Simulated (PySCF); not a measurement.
The dipole of phosphorous acid (`OP(O)O`) from its density and from atomic charges.

Coordinates (GFN2-xTB, Å) and charges (e) from the PBE0/pcSseg-1 density (PySCF):

```tsv
atom	x	y	z	Mulliken	IAO	Hirshfeld	ESP-fitted
O1	1.111	-0.821	-0.411	-0.5194	-0.7452	-0.2737	-0.4238
P2	0.091	0.013	0.553	+0.8206	+1.1422	+0.2944	+0.0256
O3	0.081	1.410	-0.290	-0.5194	-0.7452	-0.2736	-0.4334
O4	-1.307	-0.603	-0.020	-0.5192	-0.7451	-0.2736	-0.4287
H5	2.035	-0.624	-0.272	+0.2459	+0.3644	+0.1755	+0.4170
H6	-0.475	2.092	0.081	+0.2458	+0.3645	+0.1755	+0.4232
H7	-1.532	-1.462	0.332	+0.2458	+0.3644	+0.1755	+0.4201
```

Problem. Compute μ = Σ q r for each scheme (1 e·Å = 4.803 D) and compare with the dipole of the full density.

Solution. The full density gives (0.30, 0.04, 1.83) D, 1.85 D in size; dipole vectors point from the negative to the positive end.

```tsv
scheme	μx	μy	μz	size (D)	share of the full size (%)	angle to the full dipole (°)
Mulliken	0.68	0.09	4.15	4.20	227	0
IAO	0.96	0.13	5.86	5.94	321	0
Hirshfeld	0.30	0.04	1.85	1.87	101	0
ESP-fitted	0.29	0.03	1.84	1.86	101	1
```

Problem. Which set comes closest?

Solution. Length of the difference vector: ESP-fitted 0.02 D, Hirshfeld 0.02 D, Mulliken 2.35 D, IAO 4.09 D. Closest: ESP-fitted and Hirshfeld. ESP charges are fitted to the potential around the molecule, whose slowest-falling term is the dipole's. 

Problem. What is left for the Hirshfeld atoms' own dipoles?

Solution. The Hirshfeld atoms' densities add up to the full density, so μ = Σ q r + Σ (atomic dipoles). The atomic dipoles sum to (0.30, 0.04, 1.83) − (0.30, 0.04, 1.85) = (0.00, 0.00, -0.02) D, 0.02 D in size.

Problem. With the origin at the mean of the coordinates, (0.000, 0.001, -0.004) Å, which are the largest single terms, by size, of the ESP-fitted dipole along the direction of the full one?

Solution. O4 +0.50, O3 +0.49, O1 +0.48, H5 +0.11, H6 +0.11 D; all 7 atoms together +1.86 D. The single terms depend on the origin, their sum doesn't.

Problem. Give the size of the full dipole in other units.

Solution. 1.85 D = 0.728 au = 0.385 e·Å = 6.17 × 10⁻³⁰ C·m.

Isolated species at its GFN2-xTB geometry (one conformer only).

The run behind these numbers computed NMR shieldings as well. Cost: about 14 s of CPU time on one thread; the machine was shared, so the figure is rough.

The values belong to the conformer `[OH:1][P:2]([OH:3])[OH:4]`: H–O1–P2–O3 80°, H–O3–P2–O1 179°, H–O4–P2–O1 80°.
